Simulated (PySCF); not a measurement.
Compound: C2H5ClO2S.
Bonds: C1–C2, C2–S3, S3–O4 (double), S3–O5 (double), S3–Cl6. Hydrogens: H7, H8, H9 on C1; H10, H11 on C2.

Computed by this run: PBE0-D3(BJ)/def2-SVP geometry optimisation, gas phase in PySCF; density fitting, grid level 1; the optimiser is geomeTRIC in internal coordinates, started from a GFN2-xTB structure.

The end geometry, which sets the zero of energy:
```
atom  x, y, z in Å
C1     -1.7482    4.9109    1.2104
C2     -0.6592    4.4663    2.1561
S3      0.9871    4.6394    1.4712
O4      1.0020    4.1478    0.1104
O5      1.9585    4.2068    2.4504
Cl6     1.1114    6.7389    1.3679
H7     -2.7291    4.7210    1.6693
H8     -1.6900    4.3579    0.2629
H9     -1.6680    5.9857    0.9957
H10    -0.6958    3.3874    2.3818
H11    -0.6294    5.0174    3.1069
```

Task: These geometries come from the run, each turned onto the end geometry. Order them by energy, lowest first.
A.
```
atom  x, y, z in Å
C1     -1.7038    4.9209    1.2265
C2     -0.6834    4.4373    2.2203
S3      0.9389    4.6520    1.4604
O4      0.9470    4.1291    0.1338
O5      1.9763    4.2629    2.3592
Cl6     1.0405    6.6819    1.2973
H7     -2.7152    4.7043    1.5648
H8     -1.5383    4.4242    0.2734
H9     -1.6101    5.9939    1.0778
H10    -0.7525    3.3721    2.4227
H11    -0.6598    5.0011    3.1466
```
B.
```
atom  x, y, z in Å
C1     -1.7512    4.9226    1.2163
C2     -0.6590    4.4586    2.1464
S3      0.9958    4.6430    1.4774
O4      1.0270    4.1040    0.1313
O5      1.9630    4.2466    2.4786
Cl6     1.0929    6.7319    1.3217
H7     -2.7275    4.7344    1.6849
H8     -1.7087    4.3876    0.2574
H9     -1.6657    6.0004    1.0162
H10    -0.6867    3.3716    2.3373
H11    -0.6405    4.9787    3.1155
```
C.
```
atom  x, y, z in Å
C1     -1.7446    4.9207    1.2138
C2     -0.6591    4.4541    2.1558
S3      0.9866    4.6359    1.4748
O4      1.0116    4.1223    0.1240
O5      1.9645    4.2428    2.4628
Cl6     1.0860    6.7410    1.3349
H7     -2.7288    4.7396    1.6699
H8     -1.6928    4.3721    0.2638
H9     -1.6516    5.9958    1.0083
H10    -0.7048    3.3711    2.3569
H11    -0.6275    4.9842    3.1178
```
D.
```
atom  x, y, z in Å
C1     -1.7646    4.9168    1.2160
C2     -0.6583    4.4714    2.1438
S3      1.0116    4.6241    1.4789
O4      1.0190    4.1011    0.1258
O5      1.9777    4.2011    2.4706
Cl6     1.1161    6.7684    1.3414
H7     -2.7425    4.6911    1.6643
H8     -1.6923    4.3982    0.2502
H9     -1.7067    5.9980    1.0320
H10    -0.6948    3.3879    2.3629
H11    -0.6259    5.0216    3.0971
```
E.
```
atom  x, y, z in Å
C1     -1.7466    4.9194    1.2140
C2     -0.6618    4.4627    2.1554
S3      0.9882    4.6223    1.4709
O4      1.0165    4.1129    0.1148
O5      1.9625    4.2208    2.4613
Cl6     1.0917    6.7503    1.3381
H7     -2.7259    4.7028    1.6637
H8     -1.6763    4.3944    0.2511
H9     -1.6778    6.0006    1.0286
H10    -0.7047    3.3827    2.3769
H11    -0.6264    5.0108    3.1080
```

Result: C (0.002 eV), B (0.005 eV), E (0.010 eV), D (0.028 eV), A (0.158 eV).

In the order of the answer:

| step | E above end (eV) | largest force (eV/Å) | rms force component (eV/Å) | rms distance from end (Å) | rms bond change (Å) | bond most changed (Å) |
| --- | --- | --- | --- | --- | --- | --- |
| 10 | 0.002 | 0.15 | 0.038 | 0.026 | 0.002 | S3–Cl6 +0.006 |
| 7 | 0.005 | 0.26 | 0.070 | 0.037 | 0.003 | S3–Cl6 -0.009 |
| 2 | 0.010 | 0.34 | 0.085 | 0.026 | 0.009 | S3–Cl6 +0.029 |
| 1 | 0.028 | 0.53 | 0.155 | 0.034 | 0.015 | S3–Cl6 +0.046 |
| 0 | 0.158 | 1.71 | 0.536 | 0.094 | 0.025 | S3–Cl6 -0.067 |

The cost below is that of the whole optimisation. On an Intel Xeon 6975P-C with one thread, no GPU, shared host with 192 logical CPUs at a one-minute load of 17, this took 54 s and 0.52 GiB of memory at its peak.
